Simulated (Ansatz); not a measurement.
Geometry optimisation, Ansatz 0.2.0, RKS r2SCAN-D4/def2-SVP.

Input file:

```yaml
crystal:
  periodic: [false, false, false]
  atoms:
    - { symbol: Si, position_ang: [0.0, 0.0, 0.0] }
    - { symbol: O, position_ang: [1.0382, 0.0, 1.5673] }
    - { symbol: H, position_ang: [0.1287, -0.2814, 1.9044] }
    - { symbol: H, position_ang: [1.629, 0.0, 0.3193] }
    - { symbol: O, position_ang: [-0.7913, 1.3709, -0.5594] }
    - { symbol: H, position_ang: [-1.7491, 1.1401, -0.7818] }
    - { symbol: H, position_ang: [-0.6877, -1.1914, -0.4862] }
basis:
  gaussian: { orbitals: def2-SVP }
hamiltonian:
  xc: r2scan
  dispersion: d4
relax:
  f_tol: 0.15
  max_steps: 25
  restrain:
    - { distance: [1, 3], at: 1.01, k: 30.0 }
    - { distance: [0, 1], at: 2.88, k: 30.0 }
    - { distance: [0, 3], at: 2.66, k: 30.0 }
```

Command:

```bash
$ ansatz run input.yaml --threads 1 --pin off --max-ram 2048MiB --backend cpu --events-out ev --progress --plain --runs-dir out
```

Task: Where does it end, and by what steps?

Result: The forces met the threshold. The restraints hold the end off the free minimum; the threshold counts their pulls, which the force column leaves out. Restrained pairs: O2–H4 (1.38 → 0.99 Å), Si1–O2 (1.88 → 2.87 Å), Si1–H4 (1.66 → 2.67 Å). After 15 steps the energy has fallen by 2.359 eV (the restraints' own energy left out); Si1 moved furthest, 0.93 Å.

```tsv
step	energy less start (eV)	largest force component (eV/Å)	accepted
0	0.0000	6.155	yes
1	1.4572	9.042	yes
2	2.4523	10.076	yes
3	1.2915	8.183	yes
4	-0.5579	4.956	yes
5	-1.4800	2.063	yes
6	-1.8952	2.014	yes
7	-2.0721	1.873	yes
8	-2.2337	1.017	yes
9	-2.2475	1.471	yes
10	-2.3181	0.988	yes
11	-2.3415	0.927	yes
12	-2.3515	0.943	yes
13	-2.3186	1.696	no
14	-2.3546	0.808	yes
15	-2.3586	0.907	yes
```

```xyz
7
Properties=species:S:1:pos:R:3
Si -0.051 -0.010 -0.925
O 1.034 0.151 1.722
H 0.819 -0.772 1.925
H 1.744 0.067 1.043
O -1.041 1.338 -0.987
H -1.896 1.287 -0.541
H -1.042 -1.022 -0.273
```

The run took 45 s on 1 thread of Arm Neoverse V1, on a shared host, peak memory 0.12 GiB.
